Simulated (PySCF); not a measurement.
# State search for Si₂⁻

Unrestricted PBE0; PySCF, no relativity, basis sets Si aug-cc-pV(D+d)Z. Outer shells of the fragments: Si 3s2 3p2; Si− 3s2 3p3.

Followed along the bond (rough minima from three points):

```json
{"2Ms+1": "2", "unpaired": "π ↑", "⟨S²⟩ at the start": "0.75", "R at minimum (Å)": "2.19", "Te (eV)": "0.00"}
{"2Ms+1": "2", "unpaired": "σ ↑", "⟨S²⟩ at the start": "0.76", "R at minimum (Å)": "2.11", "Te (eV)": "0.10"}
```

Solutions found at the starting distance of 2.330 Å, counted from the lowest of them; the search is not exhaustive and high or unbound solutions are not listed, so other states can lie among these:

```tsv
2Ms+1	unpaired	term	E (eV)	⟨S²⟩	⟨Lz²⟩
2	π ↑	²Π	0.00	0.75	1.01
2	σ ↑	²Σ⁺	0.30	0.76	0.00
```

A term symbol is given only where ⟨S²⟩ and ⟨Lz²⟩ are close to those of a pure state; real π, δ and φ orbitals otherwise mix terms, and g/u labels are left off.

**Question.** Compare the gap between the two lowest followed solutions at the starting distance with the gap between their minima.

**Answer.** At PBE0 the second solution (doublet, unpaired electrons σ ↑) lies +0.30 eV from the first (doublet, unpaired electrons π ↑) at 2.330 Å and +0.10 eV at the minima; the two curves relax by different amounts, since their minima lie near 2.11 and 2.19 Å.
